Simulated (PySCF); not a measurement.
# Frontier orbitals and the lowest excitations

C₅H₇Cl.
Structure used (GFN2-xTB), in Å, numbered top down from 1:
```xyz
13
C5H7Cl angstrom
Cl     1.3870    2.2072   -0.4906
C      0.5214    0.7723   -0.0120
C     -0.9893    0.7321    0.1618
C     -0.9817   -0.7016   -0.4144
C      0.5302   -0.6148   -0.5963
C      1.1708   -0.3439    0.7378
H     -1.3375    0.8450    1.1876
H     -1.5077    1.4435   -0.4754
H     -1.3135   -1.4827    0.2684
H     -1.5249   -0.7864   -1.3516
H      1.0781   -1.0153   -1.4315
H      0.7127   -0.7172    1.6430
H      2.2500   -0.3377    0.7554
```

The calculation used TDDFT wB97X-D/def2-SVPD, vertical, gas phase, core orbitals frozen in the response (PySCF 2.14.0, density-fitted response routines).

Kohn–Sham orbitals with the atoms that hold most of them (Löwdin shares over 4%, at most four atoms; ? is withheld):

```csv
orbital,ε (eV),atoms
LUMO+2,2.98,"Cl1 18%, C4 11%, H10 10%, H7 9%"
LUMO+1,2.59,"Cl1 56%, C2 12%, C6 8%, H12 5%"
LUMO,?,?
HOMO,-9.22,?
HOMO-1,-9.91,"Cl1 37%, C6 19%, C5 14%, C2 11%"
HOMO-2,-10.95,"Cl1 40%, C4 11%, C6 10%, C3 10%"
HOMO-3,-11.50,"Cl1 20%, C3 19%, C4 17%, C5 14%"
```

Problem. Give the leading atoms of the HOMO.

Solution. Cl1 (bonded to C) 35%; C2 (bonded to 3 C and Cl) 21%; C5 (bonded to 3 C and H) 18%; C6 (bonded to 2 C and 2 H) 8%. By element: carbon 48% or more, chlorine 35%.

Problem. Which atoms hold the LUMO, and with what shares?

Solution. Cl1 (bonded to C) 16%; C4 (bonded to 2 C and 2 H) 14%; H10 (bonded to C) 9%; C5 (bonded to 3 C and H) 9%. By element: carbon 22% or more, chlorine 16%, hydrogen 9% or more.

Problem. What is the LUMO energy, and the HOMO–LUMO gap?

Solution. ε(LUMO) = 2.42 eV; the gap is 11.64 eV (0.4277 hartree).

Problem. The HOMO–LUMO gap is 11.64 eV. Where does the response calculation put the lowest singlet, and from which orbitals?

Solution. S1 is at 6.95 eV (f = 0.0018), 4.69 eV below the gap, made of HOMO→LUMO+1 (54%), HOMO→LUMO (29%). Its leading pair isn't HOMO and LUMO; the energies of that pair differ by 11.82 eV. 

Next come S2 at 7.65 eV (f 0.0032), HOMO-1→LUMO+1 (51%), HOMO-1→LUMO (26%); S3 at 7.75 eV (f 0.055), HOMO→LUMO (50%), HOMO→LUMO+1 (32%); S4 at 8.14 eV (f 0.0084), HOMO→LUMO+2 (74%); S5 at 8.35 eV (f 0.012), HOMO→LUMO+4 (44%), HOMO-1→LUMO (21%), HOMO-1→LUMO+1 (10%).
